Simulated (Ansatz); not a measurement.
Elements on the sites of an ideal bcc lattice, at a guessed lattice constant:

```
Ti V Nb Hf W
1.0
     6.45291    0.00000    0.00000
     0.00000    6.45291    0.00000
     0.00000    0.00000    6.45291
Ti V Nb Hf W
1 1 3 1 10
Cartesian
  4.8397 4.8397 4.8397
  0.0000 0.0000 3.2265
  1.6132 1.6132 1.6132
  4.8397 1.6132 1.6132
  4.8397 1.6132 4.8397
  3.2265 3.2265 3.2265
  0.0000 0.0000 0.0000
  3.2265 0.0000 0.0000
  0.0000 3.2265 0.0000
  3.2265 3.2265 0.0000
  3.2265 0.0000 3.2265
  0.0000 3.2265 3.2265
  1.6132 4.8397 1.6132
  1.6132 1.6132 4.8397
  4.8397 4.8397 1.6132
  1.6132 4.8397 4.8397
```

Cell and atoms were relaxed without symmetry on coarser meshes and computed once more. Level of theory: DFT PBE, scalar-relativistic, plane waves, PAW in Ansatz.

Settings: cutoff 420 eV, Γ-centred mesh 5×5×5 on the computed 16-atom cell, Gaussian smearing of 0.10 eV; no spin polarisation.

The relaxation ran on 2×2×2 (shifted) k points with a smearing of 0.1 eV, from sites shaken by 0.02 Å.

Q: What does the relaxation give?

A: A volume of 16.78 Å³/atom and no gap on the mesh. It lies 0.00 eV/atom below the elements' standard states (static lattices, no corrections for gases). The atoms leave their sites by 0.06 Å (root mean square) and 0.16 Å at most, and the cell stretches by up to 0.7 % at fixed volume.

```
CELL_PARAMETERS angstrom
6.45573 -0.02622 -0.02733
-0.02622 6.44466 -0.01568
-0.02733 -0.01568 6.45514
ATOMIC_POSITIONS crystal
Ti 0.76162 0.76370 0.76641
V 0.01013 0.99639 0.49742
Nb 0.24279 0.24304 0.24081
Nb 0.75365 0.24742 0.24859
Nb 0.75273 0.24160 0.75142
Hf 0.49887 0.50306 0.50445
W 0.00413 0.99846 0.99945
W 0.49719 0.99729 0.99908
W 0.00035 0.50162 0.99940
W 0.49216 0.50188 0.00145
W 0.49415 0.99678 0.49754
W 0.00543 0.50424 0.49792
W 0.24657 0.75357 0.24704
W 0.24595 0.24536 0.75181
W 0.75378 0.75403 0.24307
W 0.24304 0.75296 0.75264
```

The final mesh leaves forces up to 1.28 eV/Å and stresses up to 3.1 GPa: the relaxation ran on a coarser mesh, so the cell's shape, its bonds and its energy belong partly to that mesh.

Spin-orbit coupling is left out, which matters for the bands of heavy elements. Spin polarisation was left out, and a magnetic state may lie lower.

Cost: 2 runs of about 11 core-minutes in all (earlier runs that led there not counted), on Intel Xeon Platinum 8375C (Ice Lake) (shared hosts).